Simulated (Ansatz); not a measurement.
Program: Ansatz. Geometries: PBE0-D4/def2-TZVP. ΔE: electronic, gas phase. CCSD(T)/CBS adds triple-zeta CCSD(T) − MP2 to the extrapolated MP2 energy (def2 sets, frozen cores). This one scheme is used for every species. DFT in def2-TZVPP. Each species was taken in one conformer, which may not be the lowest.

Reaction (cleavage of the Al–Al bond): `[OH][AlH][AlH2]` + H₂S → `[OH][AlH][SH]` + `[AlH3]`

**Question.** Is it downhill or uphill in electronic energy at CCSD(T)/CBS, and by how much? (Best estimate.)

**Answer.** Ansatz gave: Downhill: ΔE = -112.5 kJ/mol.

**Question.** What do these levels give: B97M-V, BLYP, CCSD(T)/def2-SVP, SCS-MP2/def2-TZVPP, CCSD(T)/def2-TZVPP, CCSD/CBS(def2)? (Best estimate.)

**Answer.** Ansatz gave: B97M-V -125.2, BLYP -107.1, CCSD(T)/def2-SVP -111.2, SCS-MP2/def2-TZVPP -118.5, CCSD(T)/def2-TZVPP -109.8, CCSD/CBS(def2) -111.9 kJ/mol.

Largest T1 diagnostic among the species: 0.013.

From PBE to PBE0 (25 % exact exchange), in def2-TZVPP and without D4, ΔE moves by −4.3 kJ/mol. Leaving LDA and LC-ωPBE aside and taking each functional with its dispersion term where it has one, the values, not all of them listed here, spread over 24.7 kJ/mol, from B97M-V to PBE-D4.
